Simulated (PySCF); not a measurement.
Phosphorous acid, H3O3P.
SMILES with atom numbers: `[OH:1][P:2]([OH:3])[OH:4]` (hydrogens: H5 on O1; H6 on O3; H7 on O4)

Computed with EOM-EE-CCSD/aug-cc-pVDZ in PySCF, restricted Hartree–Fock reference, frozen core, non-relativistic, gas phase, PBE0-D3(BJ)/def2-SVP geometry.

Give the EOM-CCSD singlets and triplets.

| state | E (eV) | cm⁻¹ | main singles (HF orbitals, share of the singles part) |
| --- | --- | --- | --- |
| singlet 1 | 6.35 | 51220 | HOMO→LUMO 74 %, HOMO→LUMO+6 8 % |
| singlet 2 | 6.37 | 51380 | HOMO→LUMO+1 57 %, HOMO→LUMO+5 16 %, HOMO→LUMO+8 10 % |
| singlet 3 | 6.42 | 51780 | HOMO→LUMO+2 50 %, HOMO→LUMO+4 12 %, HOMO→LUMO+7 10 % |
| singlet 4 | 7.53 | 60730 | HOMO→LUMO+3 90 % |
| triplet 1 | 5.26 | 42420 | HOMO→LUMO+8 25 %, HOMO→LUMO+1 22 %, HOMO→LUMO+12 14 % |
| triplet 2 | 5.30 | 42750 | HOMO→LUMO+7 22 %, HOMO→LUMO+2 22 %, HOMO→LUMO+13 14 % |

What is the vertical gap between the lowest excited singlet and the lowest triplet?

6.35 − 5.26 = 1.09 eV (105 kJ/mol).

The first EOM-IP-CCSD ionisation energy is 9.57 eV, 2.04 eV above the highest singlet listed and 3.22 eV above the lowest.

T1 diagnostic 0.016. EOM-CCSD puts states of mainly double-excitation character too high. An iterative search for so few roots can pass over a low state.

On an Arm Neoverse V1 with one thread, no GPU, shared host with 32 logical CPUs at a one-minute load of 29, this took 15 min of wall time and 2.7 GiB of memory at its peak.

Conformer computed: `[OH:1][P:2]([OH:3])[OH:4]`: H–O1–P2–O3 92°, H–O3–P2–O1 -163°, H–O4–P2–O1 103°.

One conformer stands for the species.
